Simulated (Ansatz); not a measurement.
The input, for Ansatz 0.2.0:

```yaml
crystal:
  periodic: [false, false, false]
  atoms:
    - {symbol: H, position_ang: [0.000000, 0.000000, -1.213000]}
    - {symbol: H, position_ang: [0.000000, 0.000000, -0.297000]}
    - {symbol: S, position_ang: [0.000000, 0.000000, 1.510000]}
basis:
  gaussian: {orbitals: "6-31++G**"}
magnetization: {spin_polarized: false, initial_magnetization: 2}
correlation: {method: fic_mrcisd_q, electrons: all}
scf: {lower_state_search: full}
output: {forces: true}
```

```sh
$ ansatz run in.yaml --threads 1 --pin off --events-out ev --progress --plain --max-ram 2393MiB
```

One thing in this input was set wrong on purpose, beside settings that are merely unusual. What is the gravest fault, and what does the program do?

Method needs an active space. How the run ends: refused.
```
Error: this correlation method needs an active space: name one as the reference
```
